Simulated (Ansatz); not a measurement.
Diamond-structure Ge, treated with HSE06 (Ansatz, a program for electronic structure, plane waves, PAW).

Settings: plane-wave cutoff 460 eV, 8×8×8 k mesh, Fermi–Dirac smearing 0.01 eV, scalar-relativistic PAW data made under PBE.

The volume scan:

```tsv
V (Å³/atom)	E − E_lowest (meV/atom)	P (GPa)
21.702	17.32	4.67
22.273	4.84	2.37
22.844	0.00	0.38
23.427	1.90	-1.39
23.986	9.36	-2.86
```

Estimate the bulk modulus from the pressures at 22.844 and 23.427 Å³/atom, and compare it with a fit to all energies.

B = −V dP/dV. Between V = 22.844 and 23.427 Å³/atom, dP/dV = (-1.39 − (0.38))/(23.427 − 22.844) = -3.04 GPa per Å³/atom; at the midpoint 23.136 Å³/atom this gives B ≈ 70.2 GPa. The third-order Birch–Murnaghan fit gives V0 = 22.964 Å³/atom, B0 = 72.5 GPa, B′ = 4.7, which lies 3 % above that estimate.

Measured, for comparison: bulk modulus 77.3 GPa (low-temperature value with the zero-point effect removed, sources range from 77.3 to 79.4; as tabulated in Tanner et al. (2021), arXiv:2110.11888); equilibrium volume per atom 22.47 Å³/atom (static lattice: zero-point anharmonic expansion removed; as tabulated in Mejia-Rodriguez and Trickey (2018), arXiv:1807.09216). Computed less measured: bulk modulus -6 % (-6 % to -9 % over the range), equilibrium volume per atom +2.2 %.

The computed numbers hold no vibrational or temperature effects.
